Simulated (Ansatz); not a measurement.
Bi$_{2}$SO$_{2}$ (Pnnm)

Computed with DFT r2SCAN, scalar-relativistic, plane waves, PAW in Ansatz.

Cutoff 500 eV; k points 8×4×8 on the computed 10-atom cell (Γ-centred); Gaussian smearing, width 0.02 eV; no spin polarisation.

The structure is relaxed at this level of theory with its symmetry kept. Whether it is the stable form of this composition wasn't checked.

```
Bi S O
1.0
     3.92233    0.00000    0.00000
     0.00000   11.96064    0.00000
     0.00000    0.00000    3.84946
Bi S O
4 2 4
Direct
  0.38728 0.85560 0.50000
  0.61272 0.14440 0.50000
  0.88728 0.64440 0.00000
  0.11272 0.35560 0.00000
  0.00000 0.00000 0.00000
  0.50000 0.50000 0.50000
  0.42206 0.74852 0.00000
  0.57794 0.25148 0.00000
  0.92206 0.75148 0.50000
  0.07794 0.24852 0.50000
```

**Question.** Formation energy from the elements' standard states (uncorrected)?

**Answer.** -1.044 eV/atom.

**Question.** Generalised Kohn–Sham band gap?

**Answer.** 1.23 eV, indirect from S to Γ.

**Question.** Löwdin character of the top 1 eV of the valence band?

**Answer.** S 3p 69 %, O 2p 17 %, Bi 6s 7 %.

**Question.** Löwdin character of the lowest 1 eV of the conduction band?

**Answer.** Bi 6p 68 %, O 2s 9 %, O 2p 7 %, unprojected 4 %.

**Question.** Electron masses at the edge by Cartesian direction of the standard setting (m_e; degenerate bands sorted by energy; no spin-orbit coupling)?

**Answer.** x: 0.17; y: 0.37; z: 0.19.

**Question.** Hole masses at the edge by Cartesian direction of the standard setting (m_e; degenerate bands sorted by energy; no spin-orbit coupling)?

**Answer.** x: 1.2, 1.2; y: over 30, over 30; z: 0.39, 0.39.

**Question.** Bader charges (e)?

**Answer.** Bi (4 in the cell) 1.81, S (2 in the cell) -1.14, O (4 in the cell) -1.24.

Spin-orbit coupling is left out, which matters for the bands of heavy elements.

Cost: 3 runs of about 7.3 core-minutes in all, on Intel Xeon 6975P-C (Granite Rapids) (shared hosts).